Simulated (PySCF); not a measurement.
## Potential energy of MgF along the bond

Set-up: basis Mg pcseg-2, F pcseg-2; no relativity; PySCF 2.14. Energies in eV from Mg + F in their ground configurations at the same level. State: ²Σ⁺ (doublet), unpaired electrons σ ↑.

All columns are UHF. A positive dipole means Mg(−)F(+).

| R (Å) | E (eV) | μ (D) | Mulliken charge on Mg (basis-dependent) | HOMO (eV) | LUMO (eV) | Mayer bond order | ⟨S²⟩ |
| --- | --- | --- | --- | --- | --- | --- | --- |
| 1.522 | -2.557 | -2.17 | 0.73 | -7.46 | 0.32 | 0.48 | 0.75 |
| 1.593 | -3.043 | -2.49 | 0.72 | -7.58 | 0.24 | 0.51 | 0.75 |
| 1.664 | -3.293 | -2.82 | 0.72 | -7.70 | 0.17 | 0.52 | 0.75 |
| 1.717 | -3.369 | -3.08 | 0.73 | -7.79 | 0.11 | 0.51 | 0.75 |
| 1.770 | -3.375 | -3.35 | 0.73 | -7.87 | 0.04 | 0.50 | 0.75 |
| 1.823 | -3.327 | -3.62 | 0.74 | -7.96 | -0.02 | 0.48 | 0.75 |
| 1.894 | -3.203 | -4.00 | 0.76 | -8.08 | -0.11 | 0.45 | 0.75 |
| 1.982 | -2.981 | -4.48 | 0.78 | -8.23 | -0.23 | 0.42 | 0.75 |
| 2.089 | -2.660 | -5.08 | 0.80 | -8.41 | -0.38 | 0.38 | 0.75 |
| 2.230 | -2.191 | -5.91 | 0.82 | -8.65 | -0.58 | 0.33 | 0.75 |

A fit through these points gives, at Re = 1.748 Å, μ = -3.24 D and dμ/dR = -5.03 D/Å; the reduced mass is 10.6 u.

Question: How strong is the fundamental in the double-harmonic approximation, I = 42.26·(dμ/dR)²/μred km/mol?

Answer: I = 42.26·(-5.03)²/10.6 = 101 km/mol at UHF.

Hartree–Fock leaves out correlation, which carries a large part of most bond energies and some tenths to 1 eV of ionisation energies. The state is the lowest determinant that a PBE0 search found; another state may lie lower at other levels.
